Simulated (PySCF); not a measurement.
**CCSDT/STO-6G run of BCl (SMILES [B]Cl)**

What is the vertical ionisation energy of BCl at CCSDT/STO-6G? The job is set up through a Python script.

Program for the calculation: PySCF 2.14.0.

12 further runs of the same task are left out: 2 that didn't finish, 10 set aside as unsound or not needed.

## Step 1: Starting point

BCl: 2 atoms, total charge 0, spin state singlet. SMILES: `[B]Cl`. The coordinates come from a GFN2-xTB relaxation.

Bond lengths: B1–Cl2 1.579 Å.

## Step 2: A single-point energy at CCSDT/STO-6G

run.py reads:

```python
from pyscf import gto, scf, cc

mol = gto.Mole()
mol.atom = '''
B        0.000000       0.000000       0.000000
Cl       0.000000       0.000000       1.578530
'''
mol.charge = 0
mol.basis = 'sto-6g'
mol.max_memory = 1860
mol.verbose = 4
mol.build()

calc0 = scf.RHF(mol)
calc0.conv_tol = 1e-10
calc0.kernel()
if not calc0.converged:
    calc0 = calc0.newton().run(calc0.mo_coeff, calc0.mo_occ)

mycc = cc.CCSDT(calc0, frozen=6)
mycc.kernel()
e_tot = mycc.e_tot
print('E = %.10f Eh' % e_tot)
```

Run with:

```console
$ OMP_NUM_THREADS=1 python run.py
```

The program printed:

```text
PySCF version 2.14.0

[INPUT] num. atoms = 2
[INPUT] num. electrons = 22
[INPUT] charge = 0
[INPUT] spin (= nelec alpha-beta = 2S) = 0
[INPUT] symmetry False subgroup None
[INPUT] Mole.unit = angstrom
[INPUT] Symbol           X                Y                Z      unit          X                Y                Z       unit  Magmom
[INPUT]  1 B      0.000000000000   0.000000000000   0.000000000000 AA    0.000000000000   0.000000000000   0.000000000000 Bohr   0.0
[INPUT]  2 Cl     0.000000000000   0.000000000000   1.578530000000 AA    0.000000000000   0.000000000000   2.982989379410 Bohr   0.0

nuclear repulsion = 28.4949053411719
number of shells = 8
number of NR pGTOs = 84
number of NR cGTOs = 14
basis = sto-6g
ecp = {}

******** <class 'pyscf.scf.hf.RHF'> ********
method = RHF
initial guess = minao
damping factor = 0
level_shift factor = 0
DIIS = <class 'pyscf.scf.diis.CDIIS'>
diis_start_cycle = 1
diis_space = 8
diis_damp = 0
SCF conv_tol = 1e-10
SCF conv_tol_grad = None
SCF max_cycles = 50
direct_scf = True
direct_scf_tol = 1e-13
Set gradient conv threshold to 1e-05
Initial guess from minao.
init E= -482.539305093266
  HOMO = -0.173389267469595  LUMO = 0.177697673034806  gap/eV = 9.55356
cycle= 1 E= -482.460951099213  delta_E= 0.0784  |g|= 0.183  |ddm|= 1.73
  HOMO = -0.317226554950724  LUMO = 0.224856369532564  gap/eV = 14.75083
cycle= 2 E= -482.476763590139  delta_E= -0.0158  |g|= 0.0396  |ddm|= 0.512
  HOMO = -0.283487362632828  LUMO = 0.25663888948191  gap/eV = 14.69758
cycle= 3 E= -482.477528832152  delta_E= -0.000765  |g|= 0.00998  |ddm|= 0.0723
  HOMO = -0.284568807690646  LUMO = 0.25627013685028  gap/eV = 14.71698
cycle= 4 E= -482.477613761197  delta_E= -8.49e-05  |g|= 0.00142  |ddm|= 0.049
  HOMO = -0.28453499149472  LUMO = 0.256178299446341  gap/eV = 14.71356
cycle= 5 E= -482.477615521599  delta_E= -1.76e-06  |g|= 0.000227  |ddm|= 0.00612
  HOMO = -0.284593631139621  LUMO = 0.25618908411712  gap/eV = 14.71545
cycle= 6 E= -482.4776155505  delta_E= -2.89e-08  |g|= 1.18e-05  |ddm|= 0.000639
  HOMO = -0.284589129300365  LUMO = 0.256186254580627  gap/eV = 14.71525
cycle= 7 E= -482.477615550621  delta_E= -1.21e-10  |g|= 6.93e-07  |ddm|= 4.06e-05
  HOMO = -0.284589221464838  LUMO = 0.256186329049049  gap/eV = 14.71525
cycle= 8 E= -482.477615550622  delta_E= -3.98e-13  |g|= 1.81e-08  |ddm|= 1.95e-06
  HOMO = -0.284589226296186  LUMO = 0.256186335325927  gap/eV = 14.71525
Extra cycle  E= -482.477615550622  delta_E= -1.14e-13  |g|= 6.29e-09  |ddm|= 3.68e-08
converged SCF energy = -482.477615550622

******** <class 'pyscf.cc.rccsdt.RCCSDT'> ********
RCCSDT nocc = 5, nmo = 8
Allocating only the i<=j<=k part of the T3 amplitude in memory
frozen orbitals 6
max_cycle = 50
conv_tol = 1e-07
conv_tol_normt = 1e-06
diis with the T3 amplitude
diis_space = 6
diis_start_cycle = 0
diis_start_energy_diff = 1e+09
einsum_backend: numpy
_make_eris_incore_RCCSDT
blksize  5    blksize_oovv  4    blksize_oooo  4    blksize_vvvv  1

WARN: A large `blksize` is being used, which may cause large memory consumption
      for storing contraction intermediates. If memory is sufficient, consider using
      `pyscf.cc.rccsdt_highm.RCCSDT` instead.

WARN: A large `blksize_oovv` is being used, which may cause large memory consumption
      for storing contraction intermediates. If memory is sufficient, consider using
      `pyscf.cc.rccsdt_highm.RCCSDT` instead.

WARN: A large `blksize_oooo` is being used, which may cause large memory consumption
      for storing contraction intermediates. If memory is sufficient, consider using
      `pyscf.cc.rccsdt_highm.RCCSDT` instead.

Approximate memory usage estimate
    T3 memory                7.38 KB
    R3 memory                7.38 KB
    Symmetrized T3 memory    6.33 KB
    ERIs memory              32.0 KB
    T1-ERIs memory           32.0 KB
    Intermediates memory     32.0 KB
    Block workspace          30.4 KB
    T3 einsum buffer         30.4 KB
Total estimated memory        178 KB
Init t2, MP2 energy = -482.517154704027  E_corr(MP2) -0.039539153405
Init E_corr(RCCSDT) = -0.0395391534051231
cycle =  1  E_corr(RCCSDT) = -0.049075506720  dE = -9.536353315089e-03  norm(d tamps) = 7.32539190e-02
cycle =  2  E_corr(RCCSDT) = -0.057316247073  dE = -8.240740352706e-03  norm(d tamps) = 4.06852111e-02
cycle =  3  E_corr(RCCSDT) = -0.060228700441  dE = -2.912453367641e-03  norm(d tamps) = 2.25828616e-02
cycle =  4  E_corr(RCCSDT) = -0.063951612630  dE = -3.722912189920e-03  norm(d tamps) = 1.20541625e-02
cycle =  5  E_corr(RCCSDT) = -0.063643332717  dE =  3.082799138738e-04  norm(d tamps) = 1.52375519e-03
cycle =  6  E_corr(RCCSDT) = -0.063692837357  dE = -4.950464036474e-05  norm(d tamps) = 4.20648109e-04
cycle =  7  E_corr(RCCSDT) = -0.063691278614  dE =  1.558743029442e-06  norm(d tamps) = 1.27384014e-04
cycle =  8  E_corr(RCCSDT) = -0.063683264175  dE =  8.014438956594e-06  norm(d tamps) = 3.87097008e-05
cycle =  9  E_corr(RCCSDT) = -0.063682627697  dE =  6.364776559270e-07  norm(d tamps) = 8.75607163e-06
cycle = 10  E_corr(RCCSDT) = -0.063682880445  dE = -2.527476414549e-07  norm(d tamps) = 3.44617469e-06
cycle = 11  E_corr(RCCSDT) = -0.063682869278  dE =  1.116671859147e-08  norm(d tamps) = 8.85796290e-07
RCCSDT converged
E(RCCSDT) = -482.5412984199002   E_corr = -0.06368286927825144
E_corr(same-spin) = -0.00783289112637672
E_corr(oppo-spin) = -0.0558499781518747
E = -482.5412984199 Eh
```

It took 0.84 s on 1 thread of Arm Neoverse V1, shared host; peak memory 0.1 GiB.

## Step 3: The doublet cation

geometry.xyz reads:

```xyz
2

B      0.000000     0.000000     0.000000
Cl     0.000000     0.000000     1.578530
```

job.py reads:

```python
from pyscf import gto, cc

mol = gto.Mole()
mol.atom = 'geometry.xyz'
mol.spin = 1
mol.verbose = 3
mol.charge = 1
mol.basis = 'sto-6g'
mol.max_memory = 1860
mol.build()

myscf = mol.UHF()
myscf.conv_tol = 1e-10
myscf.kernel()
if not myscf.converged:
    myscf = myscf.newton().run(myscf.mo_coeff, myscf.mo_occ)

mycc = cc.CCSDT(myscf, frozen=6)
mycc.kernel()
e_tot = mycc.e_tot
print('E = %.10f Eh' % e_tot)
```

Run with:

```console
$ OMP_NUM_THREADS=1 python job.py
```

The program printed:

```text
converged SCF energy = -482.228072357599  <S^2> = 0.76599989  2S+1 = 2.0159364
_make_eris_incore_UCCSDT

WARN: A large `blksize_v_aaa` is being used, which may cause large memory consumption
      for storing contraction intermediates. If memory is sufficient, consider using
      `pyscf.cc.uccsdt_highm.UCCSDT` instead.

WARN: A large `blksize_v_aab` is being used, which may cause large memory consumption
      for storing contraction intermediates. If memory is sufficient, consider using
      `pyscf.cc.uccsdt_highm.UCCSDT` instead.

UCCSDT converged
E(UCCSDT) = -482.2862767774477   E_corr = -0.05820441984837108
E_corr(same-spin) = -0.0133633194370442
E_corr(oppo-spin) = -0.0448411004113269
E = -482.2862767774 Eh
```

It took 1.2 s on 1 thread of Arm Neoverse V1, shared host; peak memory 0.12 GiB.

## Step 4: What came out

Level: CCSDT/STO-6G, 6 core orbitals frozen.

| quantity | value |
| --- | --- |
| singlet BCl: total energy | -482.54130 Eh |
| singlet BCl: dipole moment (Hartree–Fock density) | 0.53 D |
| singlet BCl: HOMO energy (Hartree–Fock orbitals) | -7.74 eV |
| singlet BCl: LUMO energy (Hartree–Fock orbitals) | 6.97 eV |
| singlet BCl: HOMO–LUMO gap (Hartree–Fock orbitals) | 14.72 eV |
| singlet BCl: correlation energy (6 core orbitals frozen) | -63.7 mEh |
| singlet BCl: T1 diagnostic | 0.014 |
| doublet cation: total energy | -482.28628 Eh |
| doublet cation: HOMO energy (Hartree–Fock orbitals) (highest over α and β) | -21.95 eV |
| doublet cation: LUMO energy (Hartree–Fock orbitals) (lowest over α and β) | -5.77 eV |
| doublet cation: correlation energy (6 core orbitals frozen) | -58.2 mEh |
| doublet cation: ⟨S²⟩ of the reference determinant | 0.766 |
| doublet cation: T1 diagnostic | 0.025 |
| vertical ionisation energy (to the doublet cation) | 6.939 eV |

Removing an electron at fixed nuclei costs 6.94 eV (160 kcal/mol). In a minimal basis such a difference can be off by several eV, whatever the method.
